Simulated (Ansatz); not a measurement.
Down a group: vertical detachment energies of anions of PH⁻, AsH⁻

Ansatz 0.2.0, basis aug-cc-pVDZ; geometries are PBE0/def2-TZVP minima. Wave-function levels freeze the cores with the filled d shells of p-block atoms; HF, MP2 and coupled cluster are restricted for singlets and unrestricted otherwise, restricted open-shell where a d shell is frozen. NEVPT2 and MRCISD+Q stand on CASSCF in the full valence space. The reference is full CI, exact within the basis. An error is the level's value less the reference. None of these values is a measured one. Energies are electronic, without zero-point terms. No spin–orbit coupling and no scalar relativity. The set is small: such energies can lie up to about 0.3 eV from the limit, spin gaps mostly less, so near ties and functionals' places can change in larger sets. The species are chosen: bound, without strong static correlation by their natural occupations or amplitudes, in their lowest spin state as far as vertical gaps and like structures tell, with only the lowest ion state computed, without the heavier p-block dimers whose ³Σ⁻ and ³Π states nearly coincide, and with a ladder that closes on the reference, so errors are smaller than for species at large; levels whose determinant breaks symmetry or spin markedly are left out.

| species | bonds (Å) | quantity | symmetry of the states | reference | value (eV) | error CCSD | error CCSD(T) | error CCSDTQ | error NEVPT2 | error MRCISD+Q |
| --- | --- | --- | --- | --- | --- | --- | --- | --- | --- | --- |
| PH⁻, doublet | P–H 1.443 | vertical detachment to the triplet | Π / Σ⁻ or Δ | full CI | 0.725 | -0.071 | -0.012 | -0.001 | -0.345 | -0.042 |
| AsH⁻, doublet | As–H 1.548 | vertical detachment to the triplet | Π / Σ⁻ or Δ | full CI | 0.754 | -0.061 | -0.010 | 0.000 | -0.319 | -0.031 |

P and As lie within 0.05 eV, too close for this set-up to order.
